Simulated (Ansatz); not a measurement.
# Cost against result

Saddle point of BPNH$_{7}$, closed shell (BNH₄ ([BH2][NH2]) + PH₃ → BPH₄ ([BH2][PH2]) + NH₃ (still joined by a long B–N bond); bonds formed: B1–P6, N2–H5; bonds broken: H5–P6; bonds weakened to dative contacts: B1–N2), PBE0-D4/def2-TZVP structure:

```xyz
10
angstrom
B 0.0505 -0.7350 0.4713
N 1.0258 0.4817 0.6766
H 0.5810 -1.7220 0.0272
H -0.6981 -0.9258 1.3966
H 0.2361 1.1370 -0.4298
P -0.9398 0.2191 -1.0016
H 1.9987 0.2871 0.4782
H 0.9694 0.9233 1.5854
H -0.9270 -0.2501 -2.3322
H -2.2967 0.5848 -0.8717
```

Barriers are electronic and count from the start structure reached by relaxing down the imaginary mode.

Computed with Ansatz 0.2.0 (basis: as named in each row); correlated methods freeze the cores. B3LYP uses VWN-RPA correlation. Extrapolation: Hartree–Fock as exp(−7.88 √X), correlation as X^−2.97.

Times are rough, for one single point on 2 threads of a shared host (Arm Neoverse V1).

The estimate by CCSD(T) at an estimated basis limit (MP2 extrapolated from triple and quadruple zeta, plus CCSD(T) − MP2 in triple zeta) is 157.4 kJ/mol.

```csv
method,basis,time (s),barrier (kJ/mol),method less estimate
HF,STO-3G,under 1,192.7,35.2
PBE-D4,STO-3G,under 1,58.1,-99.3
SPW92,def2-SVP,under 1,66.2,-91.2
B3LYP-D4,6-31G,under 1,140.2,-17.2
PBE-D4,def2-SVP,under 1,105.3,-52.1
PBE0-D4,def2-SVP,under 1,120.9,-36.5
SPW92,def2-TZVPP,1,78.1,-79.4
CCSD(T),def2-SVP,2,167.6,10.2
PBE-D4,def2-TZVPP,2,115.0,-42.4
BLYP-D4,def2-TZVPP,2,148.5,-8.9
BHLYP-D4,def2-TZVPP,2,178.3,20.8
PBE0-D4,def2-TZVPP,3,130.0,-27.4
B3LYP-D4,def2-TZVPP,3,158.2,0.8
CAM-B3LYP-D4,def2-TZVPP,3,162.7,5.3
r2SCAN-D4,def2-TZVPP,4,133.3,-24.1
wB97M-V,def2-SVP,4,148.6,-8.8
r2SCAN0-D4,def2-TZVPP,4,142.8,-14.6
RPA on PBE,def2-TZVPP,5,166.2,8.8
PBE-QIDH,def2-TZVPP,5,142.8,-14.6
B2PLYP,def2-TZVPP,6,162.2,4.8
wB97X-V,def2-TZVPP,8,155.8,-1.6
wB97M-V,def2-TZVPP,9,160.6,3.2
B97M-V,def2-TZVPP,10,154.2,-3.2
MP2,def2-QZVPP,19,148.4,-9.0
CCSD(T),def2-TZVPP,49,161.3,3.9
```

All methods are single points on the PBE0-D4 structures.

T1 diagnostic: at most 0.013.

Labels in which every atom is bracketed show which atoms are joined, not bond orders.
